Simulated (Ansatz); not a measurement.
Species: CH₃ (charge -1, singlet). Whether it binds its extra electron was not tested at this geometry. 
Geometry from a B3LYP-D3(BJ)/def2-TZVP (Ansatz, a program for electronic structure) optimisation:
```
C
H 1 1.1128
H 1 1.1128 2 104.47
H 1 1.1128 2 104.47 3 -109.46
```
Charge -1, spin multiplicity 1.

Basis-set convergence of Hartree-Fock and CCSD correlation energies (hartree) with Ansatz. Correlated levels leave the core frozen unless marked. Spin-orbit coupling is left out. Non-relativistic. This anion needs diffuse functions, which these sets lack.

```
basis    functions      E(HF)  E(corr, CCSD)
-------  ---------  ---------  -------------
cc-pVDZ         29  -39.48334       -0.18446
cc-pVTZ         72  -39.50816       -0.22303
cc-pVQZ        145  -39.51615       -0.23452
cc-pV5Z        256        ___            ___
```

Complete the blanks.


- cc-pV5Z, E(HF): -39.52163
- cc-pV5Z, E(corr, CCSD): -0.23851
